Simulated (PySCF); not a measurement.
PySCF input (TPSSh/def2-TZVPD):

```python
from pyscf import gto, scf, dft

mol = gto.M(
    atom='''
    N    -0.01174625    0.81294535    0.09531191
    N    -0.00018216   -0.67601727   -0.08700131
    H    -0.81512924    1.06903052   -0.49699109
    H    -0.03991350   -1.09453720    0.84805997
    H     0.93854167   -0.93298988   -0.40924308
    ''',
    basis='def2-tzvpd',
    charge=-1,
    spin=0,
    verbose=4,
)

mf = dft.RKS(mol, xc='tpssh').density_fit(auxbasis='def2-universal-jkfit')
mf.grids.level = 3
mf.conv_tol = 1e-9
mf.max_cycle = 100
mf.max_memory = 1500
mf.kernel()
if not mf.converged:
    mf = mf.newton()
    mf.kernel(mf.make_rdm1())
mf.analyze()
```

Output:

```
PySCF version 2.14.0

[INPUT] verbose = 4
[INPUT] num. atoms = 5
[INPUT] num. electrons = 18
[INPUT] charge = -1
[INPUT] spin (= nelec alpha-beta = 2S) = 0
[INPUT] symmetry False subgroup None
[INPUT] Mole.unit = angstrom
[INPUT] Symbol           X                Y                Z      unit          X                Y                Z       unit  Magmom
[INPUT]  1 N     -0.011746250000   0.812945350000   0.095311910000 AA   -0.022197195491   1.536244065739   0.180113406309 Bohr   0.0
[INPUT]  2 N     -0.000182160000  -0.676017270000  -0.087001310000 AA   -0.000344232511  -1.277487495776  -0.164408648378 Bohr   0.0
[INPUT]  3 H     -0.815129240000   1.069030520000  -0.496991090000 AA   -1.540371019725   2.020174901601  -0.939177046449 Bohr   0.0
[INPUT]  4 H     -0.039913500000  -1.094537200000   0.848059970000 AA   -0.075425583673  -2.068375541148   1.602601080507 Bohr   0.0
[INPUT]  5 H      0.938541670000  -0.932989880000  -0.409243080000 AA    1.773586712792  -1.763095350191  -0.773357339573 Bohr   0.0

nuclear repulsion = 34.3274976354108
number of shells = 41
number of NR pGTOs = 137
number of NR cGTOs = 101
basis = def2-tzvpd
ecp = {}

******** <class 'pyscf.df.df_jk.DFRKS'> ********
method = DFRKS
initial guess = minao
damping factor = 0
level_shift factor = 0
DIIS = <class 'pyscf.scf.diis.CDIIS'>
diis_start_cycle = 1
diis_space = 8
diis_damp = 0
SCF conv_tol = 1e-09
SCF conv_tol_grad = None
SCF max_cycles = 100
direct_scf = False
XC library pyscf.dft.libxc version 7.1.2
    S. Lehtola, C. Steigemann, M. J. T. Oliveira, and M. A. L. Marques,  SoftwareX 7, 1–5 (2018)
XC functionals = tpssh
    V. N. Staroverov, G. E. Scuseria, J. Tao, and J. P. Perdew,  J. Chem. Phys. 119, 12129 (2003)
radial grids:
    Treutler-Ahlrichs [JCP 102, 346 (1995); DOI:10.1063/1.469408] (M4) radial grids

becke partition: Becke, JCP 88, 2547 (1988); DOI:10.1063/1.454033
pruning grids: <function nwchem_prune>
grids dens level: 3
symmetrized grids: False
atomic radii adjust function: <function treutler_atomic_radii_adjust>
small_rho_cutoff = 0
Set gradient conv threshold to 3.16228e-05
Initial guess from minao.
tot grids = 57232
******** <class 'pyscf.df.df.DF'> ********
auxbasis = def2-universal-jkfit
init E= -111.159775404038
  HOMO = -0.231296891550485  LUMO = -0.00464232731470617  gap/eV = 6.16758
cycle= 1 E= -111.13587015558  delta_E= 0.0239  |g|= 0.644  |ddm|= 1.53
  HOMO = 0.218055836906819  LUMO = 0.258634287591301  gap/eV = 1.10420
cycle= 2 E= -109.671212011653  delta_E= 1.46  |g|= 1.92  |ddm|=  123
  HOMO = 0.0499222668539437  LUMO = 0.179132015322385  gap/eV = 3.51598
cycle= 3 E= -111.23376554382  delta_E= -1.56  |g|= 0.314  |ddm|=  123
  HOMO = 0.0802981185067111  LUMO = 0.174332519492985  gap/eV = 2.55881
cycle= 4 E= -111.251331850028  delta_E= -0.0176  |g|= 0.18  |ddm|= 0.403
  HOMO = 0.093789574153341  LUMO = 0.179627979446423  gap/eV = 2.33578
cycle= 5 E= -111.258293388212  delta_E= -0.00696  |g|= 0.0603  |ddm|= 0.272
  HOMO = 0.0978734320829275  LUMO = 0.181551892323526  gap/eV = 2.27701
cycle= 6 E= -111.259060201103  delta_E= -0.000767  |g|= 0.00521  |ddm|= 0.0981
  HOMO = 0.0973593898503822  LUMO = 0.181511217244385  gap/eV = 2.28989
cycle= 7 E= -111.259066035697  delta_E= -5.83e-06  |g|= 0.00161  |ddm|= 0.00977
  HOMO = 0.097300502047581  LUMO = 0.181571448472518  gap/eV = 2.29313
cycle= 8 E= -111.259066642801  delta_E= -6.07e-07  |g|= 0.00027  |ddm|= 0.002
  HOMO = 0.0973177668301233  LUMO = 0.181554676419466  gap/eV = 2.29220
cycle= 9 E= -111.259066661548  delta_E= -1.87e-08  |g|= 8.01e-05  |ddm|= 0.000475
  HOMO = 0.097310939986869  LUMO = 0.181556671191267  gap/eV = 2.29244
cycle= 10 E= -111.25906666323  delta_E= -1.68e-09  |g|= 2.01e-05  |ddm|= 0.000114
  HOMO = 0.0973068107920909  LUMO = 0.181556555814709  gap/eV = 2.29255
cycle= 11 E= -111.259066663339  delta_E= -1.09e-10  |g|= 9.78e-07  |ddm|= 4.87e-05
  HOMO = 0.0973065919121865  LUMO = 0.181556478235002  gap/eV = 2.29256
Extra cycle  E= -111.259066663339  delta_E= 1.71e-13  |g|= 1.22e-06  |ddm|= 4.61e-06
converged SCF energy = -111.259066663339
**** SCF Summaries ****
Total Energy =                        -111.259066663338587
Nuclear Repulsion Energy =              34.327497635410765
One-electron Energy =                 -223.307005962346523
Two-electron Energy =                   77.720441663597185
Two-electron Coulomb Energy =           92.810255171287380
DFT Exchange-Correlation Energy =      -15.089813507690197
HOMO-LUMO gap [eV] =                     2.292556178871260
**** MO energy ****
MO #1   energy= -14.0152831770652  occ= 2
MO #2   energy= -13.9333470170489  occ= 2
MO #3   energy= -0.619967072153401 occ= 2
MO #4   energy= -0.415534668256662 occ= 2
MO #5   energy= -0.210966049275697 occ= 2
MO #6   energy= -0.129904934450899 occ= 2
MO #7   energy= -0.0811066354288599 occ= 2
MO #8   energy= 0.0540066184644132 occ= 2
MO #9   energy= 0.0973065919121865 occ= 2
MO #10  energy= 0.181556478235002  occ= 0
MO #11  energy= 0.230474154437237  occ= 0
MO #12  energy= 0.247360514403088  occ= 0
MO #13  energy= 0.284364529128769  occ= 0
MO #14  energy= 0.316386101574917  occ= 0
MO #15  energy= 0.337197575164099  occ= 0
MO #16  energy= 0.338864603946117  occ= 0
MO #17  energy= 0.368104805766818  occ= 0
MO #18  energy= 0.376754478100026  occ= 0
MO #19  energy= 0.395454457903751  occ= 0
MO #20  energy= 0.420968240567275  occ= 0
MO #21  energy= 0.434319651591348  occ= 0
MO #22  energy= 0.44199436902762   occ= 0
MO #23  energy= 0.470577704479188  occ= 0
MO #24  energy= 0.486621685784728  occ= 0
MO #25  energy= 0.515770595289054  occ= 0
MO #26  energy= 0.537101948460199  occ= 0
MO #27  energy= 0.549962122625227  occ= 0
MO #28  energy= 0.592321508420056  occ= 0
MO #29  energy= 0.630608354022481  occ= 0
MO #30  energy= 0.672546141420396  occ= 0
MO #31  energy= 0.69097380193504   occ= 0
MO #32  energy= 0.691301055624146  occ= 0
MO #33  energy= 0.727718141336987  occ= 0
MO #34  energy= 0.733036399354499  occ= 0
MO #35  energy= 0.816721989226056  occ= 0
MO #36  energy= 0.830694165020524  occ= 0
MO #37  energy= 0.881630613383847  occ= 0
MO #38  energy= 0.888583088031829  occ= 0
MO #39  energy= 0.897243278216632  occ= 0
MO #40  energy= 0.915458647838672  occ= 0
MO #41  energy= 0.930577589007105  occ= 0
MO #42  energy= 0.977746717628374  occ= 0
MO #43  energy= 1.02074428492287   occ= 0
MO #44  energy= 1.04343745317545   occ= 0
MO #45  energy= 1.16056280277791   occ= 0
MO #46  energy= 1.46704772365698   occ= 0
MO #47  energy= 1.50187765995323   occ= 0
MO #48  energy= 1.53824122841723   occ= 0
MO #49  energy= 1.5791831605729    occ= 0
MO #50  energy= 1.66967800325486   occ= 0
MO #51  energy= 1.67604070350187   occ= 0
MO #52  energy= 1.74543995655345   occ= 0
MO #53  energy= 1.80440101893579   occ= 0
MO #54  energy= 1.82829448131644   occ= 0
MO #55  energy= 2.0430785930717    occ= 0
MO #56  energy= 2.04627042334127   occ= 0
MO #57  energy= 2.23305333855839   occ= 0
MO #58  energy= 2.244276165468     occ= 0
MO #59  energy= 2.32107566233926   occ= 0
MO #60  energy= 2.33835500091704   occ= 0
MO #61  energy= 2.40928248171248   occ= 0
MO #62  energy= 2.48134982098269   occ= 0
MO #63  energy= 2.53897690976087   occ= 0
MO #64  energy= 2.54353960603426   occ= 0
MO #65  energy= 2.64380929481459   occ= 0
MO #66  energy= 2.69493618370002   occ= 0
MO #67  energy= 2.75937089171348   occ= 0
MO #68  energy= 2.81967245780763   occ= 0
MO #69  energy= 2.98369586821728   occ= 0
MO #70  energy= 3.02886107807605   occ= 0
MO #71  energy= 3.07876787882048   occ= 0
MO #72  energy= 3.41819592235284   occ= 0
MO #73  energy= 3.41899424047656   occ= 0
MO #74  energy= 3.44378098199758   occ= 0
MO #75  energy= 3.82476280872375   occ= 0
MO #76  energy= 4.06328967451895   occ= 0
MO #77  energy= 4.12092029362431   occ= 0
MO #78  energy= 4.12111314073987   occ= 0
MO #79  energy= 4.31052716644609   occ= 0
MO #80  energy= 4.45519508903457   occ= 0
MO #81  energy= 4.5669497669361    occ= 0
MO #82  energy= 4.68504811541844   occ= 0
MO #83  energy= 4.69909466868027   occ= 0
MO #84  energy= 4.92749826819791   occ= 0
MO #85  energy= 4.98853038842197   occ= 0
MO #86  energy= 5.02082896645558   occ= 0
MO #87  energy= 5.05603569404536   occ= 0
MO #88  energy= 5.07216730444218   occ= 0
MO #89  energy= 5.1324794511893    occ= 0
MO #90  energy= 5.16677771469393   occ= 0
MO #91  energy= 5.21233315424896   occ= 0
MO #92  energy= 5.24034704233709   occ= 0
MO #93  energy= 5.46900229890077   occ= 0
MO #94  energy= 5.50334144285382   occ= 0
MO #95  energy= 5.75980919350011   occ= 0
MO #96  energy= 5.87796861167153   occ= 0
MO #97  energy= 6.00634828931208   occ= 0
MO #98  energy= 6.08416287263973   occ= 0
MO #99  energy= 6.76252748821867   occ= 0
MO #100 energy= 32.2871163539595   occ= 0
MO #101 energy= 32.455904226672    occ= 0
 ** Mulliken pop on meta-lowdin orthogonal AOs  **
 ** Mulliken pop  **
pop of  0 N 1s            1.99995
pop of  0 N 2s            1.63246
pop of  0 N 3s            0.02057
pop of  0 N 4s            0.00262
pop of  0 N 5s            0.00204
pop of  0 N 6s            0.00093
pop of  0 N 2px           1.52281
pop of  0 N 2py           0.94407
pop of  0 N 2pz           1.66441
pop of  0 N 3px           0.01795
pop of  0 N 3py           0.00580
pop of  0 N 3pz           0.02611
pop of  0 N 4px           0.00264
pop of  0 N 4py           0.00090
pop of  0 N 4pz           0.00347
pop of  0 N 3dxy          0.00101
pop of  0 N 3dyz          0.00081
pop of  0 N 3dz^2         0.00153
pop of  0 N 3dxz          0.00242
pop of  0 N 3dx2-y2       0.00190
pop of  0 N 4dxy          0.00133
pop of  0 N 4dyz          0.00127
pop of  0 N 4dz^2         0.00010
pop of  0 N 4dxz          0.00014
pop of  0 N 4dx2-y2       0.00020
pop of  0 N 5dxy          0.00438
pop of  0 N 5dyz          0.00382
pop of  0 N 5dz^2         0.00005
pop of  0 N 5dxz          0.00025
pop of  0 N 5dx2-y2       0.00028
pop of  0 N 4f-3          0.00018
pop of  0 N 4f-2          0.00008
pop of  0 N 4f-1          0.00007
pop of  0 N 4f+0          0.00014
pop of  0 N 4f+1          0.00018
pop of  0 N 4f+2          0.00015
pop of  0 N 4f+3          0.00004
pop of  1 N 1s            1.99995
pop of  1 N 2s            1.43280
pop of  1 N 3s            0.01066
pop of  1 N 4s            0.00352
pop of  1 N 5s            0.00307
pop of  1 N 6s            0.00116
pop of  1 N 2px           1.45910
pop of  1 N 2py           1.15221
pop of  1 N 2pz           1.37191
pop of  1 N 3px           0.00919
pop of  1 N 3py           0.00308
pop of  1 N 3pz           0.00807
pop of  1 N 4px           0.00092
pop of  1 N 4py           0.00017
pop of  1 N 4pz           0.00066
pop of  1 N 3dxy          0.00443
pop of  1 N 3dyz          0.00560
pop of  1 N 3dz^2         0.00172
pop of  1 N 3dxz          0.00162
pop of  1 N 3dx2-y2       0.00248
pop of  1 N 4dxy          0.00342
pop of  1 N 4dyz          0.00397
pop of  1 N 4dz^2         0.00016
pop of  1 N 4dxz          0.00022
pop of  1 N 4dx2-y2       0.00087
pop of  1 N 5dxy          0.00664
pop of  1 N 5dyz          0.00864
pop of  1 N 5dz^2         0.00032
pop of  1 N 5dxz          0.00036
pop of  1 N 5dx2-y2       0.00170
pop of  1 N 4f-3          0.00031
pop of  1 N 4f-2          0.00007
pop of  1 N 4f-1          0.00035
pop of  1 N 4f+0          0.00020
pop of  1 N 4f+1          0.00006
pop of  1 N 4f+2          0.00028
pop of  1 N 4f+3          0.00008
pop of  2 H 1s            0.84728
pop of  2 H 2s            0.00537
pop of  2 H 3s            0.00244
pop of  2 H 2px           0.01204
pop of  2 H 2py           0.00193
pop of  2 H 2pz           0.01762
pop of  2 H 3px           0.01356
pop of  2 H 3py           0.00120
pop of  2 H 3pz           0.01728
pop of  3 H 1s            0.82425
pop of  3 H 2s            0.00691
pop of  3 H 3s            0.00308
pop of  3 H 2px           0.00556
pop of  3 H 2py           0.00433
pop of  3 H 2pz           0.00293
pop of  3 H 3px           0.00350
pop of  3 H 3py           0.00377
pop of  3 H 3pz           0.00280
pop of  4 H 1s            0.82426
pop of  4 H 2s            0.00691
pop of  4 H 3s            0.00308
pop of  4 H 2px           0.00406
pop of  4 H 2py           0.00480
pop of  4 H 2pz           0.00396
pop of  4 H 3px           0.00425
pop of  4 H 3py           0.00401
pop of  4 H 3pz           0.00182
 ** Mulliken atomic charges  **
charge of    0N =     -0.86705
charge of    1N =     -0.49994
charge of    2H =      0.08128
charge of    3H =      0.14286
charge of    4H =      0.14285

WARN: System has nonzero charge -1; the dipole moment is origin-dependent.
Location of origin: [0. 0. 0.]

Dipole moment(X, Y, Z, Debye):  0.42782, -2.67391, -0.01065
```

It need not be the lowest isomer of its formula. Whether it binds its extra electron was not tested at this geometry.
